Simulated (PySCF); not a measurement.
Ligands exchanged one at a time, B H-Cl. Isolated molecules, 0 K electronic values unless said otherwise. Strings in code marks are SMILES.

Method: PBE-D3(BJ)/def2-TZVP // CAM-B3LYP-D3(BJ)/def2-TZVP (PySCF). Excitations are Tamm–Dancoff values on a coarser integration grid. The basis has no diffuse functions, so Rydberg states are missing or too high.

| species | HOMO–LUMO gap (eV) | HOMO (eV) | T1 excitation (TDA) (eV) | S1 oscillator strength |
|---|---|---|---|---|
| 0 of 3 H replaced by Cl (`B`) | 5.44 | ? | – | – |
| 1 of 3 H replaced by Cl (`BCl`) | 4.44 | -7.27 | 4.16 | ? |
| 2 of 3 H replaced by Cl | ? | -7.83 | 4.90 | 0.001 |
| 3 of 3 H replaced by Cl (`ClB(Cl)Cl`) | 5.04 | -7.65 | 4.93 | 0.000 |

Question: What belongs in the gaps?

Answer: 
- 0 of 3 H replaced by Cl (`B`), HOMO (eV): -8.48
- 1 of 3 H replaced by Cl (`BCl`), S1 oscillator strength: 0.000
- 2 of 3 H replaced by Cl, HOMO–LUMO gap (eV): 5.15
